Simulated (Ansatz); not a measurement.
`C=C(F)/C=C/F` + H₂ → `C=CC(=C)F` + H–F at 298.15 K and 1 bar (hydrogenolysis of a C–F bond).

Program: Ansatz. Geometries: PBE0-D4/def2-TZVP. ΔE: electronic, gas phase. CCSD(T)/CBS adds triple-zeta CCSD(T) − MP2 to the extrapolated MP2 energy (def2 sets, frozen cores). This one scheme is used for every species. One conformer a species, not always the lowest.

```json
{"species": "`C=C(F)/C=C/F`", "CCSD(T)/CBS energy (Eh)": "-354.14413", "H − E (kJ/mol)": "202.7", "S (J/(mol·K))": "321.1"}
{"species": "H₂", "CCSD(T)/CBS energy (Eh)": "-1.17544", "H − E (kJ/mol)": "35.1", "S (J/(mol·K))": "130.4"}
{"species": "`C=CC(=C)F`", "CCSD(T)/CBS energy (Eh)": "-254.96356", "H − E (kJ/mol)": "220.3", "S (J/(mol·K))": "299.9"}
{"species": "H–F", "CCSD(T)/CBS energy (Eh)": "-100.39570", "H − E (kJ/mol)": "33.5", "S (J/(mol·K))": "173.6"}
```

H − E and S are ideal-gas, rigid-rotor, harmonic terms from PBE0-D4/def2-TZVP, for one conformer and one mirror image of each species. The MP2-based limit puts H₂ 0.8 mEh under its directly extrapolated value; such offsets cancel only in part. 1 Eh = 2625.50 kJ/mol, R = 8.31446 J/(mol·K).

Task: By hand: ΔE, ΔH, ΔS and ΔG.

Result: ΔE = (-254.96356) + (-100.39570) − (-354.14413) − (-1.17544) = -0.03969 Eh = -104.2 kJ/mol. Δ(H − E) = 220.3 + 33.5 − 202.7 − 35.1 = 16.0, so ΔH = -88.2 kJ/mol. ΔS = 299.9 + 173.6 − 321.1 − 130.4 = 22.0 J/(mol·K). ΔG = -88.2 − 298.15 × (22.0)/1000 = -94.8 kJ/mol.

Task: By hand: the equilibrium constant, and the temperature at which ΔG would vanish if ΔH and ΔS stayed fixed.

Result: log₁₀ K = −ΔG/(RT ln 10) = 16.6. ΔH and −TΔS have one sign here, so there is no such temperature.

ΔH outweighs TΔS. A doubt of 5 kJ/mol in ΔE shifts log₁₀ K by 0.9 here. Other conformers and mirror images would add mixing entropy, several J/(mol·K) or more a flexible species. These are equilibria of isolated gas molecules and say nothing of rates. Largest T1 diagnostic: 0.012 (customary marks: 0.02 for closed shells, 0.045 for open ones).
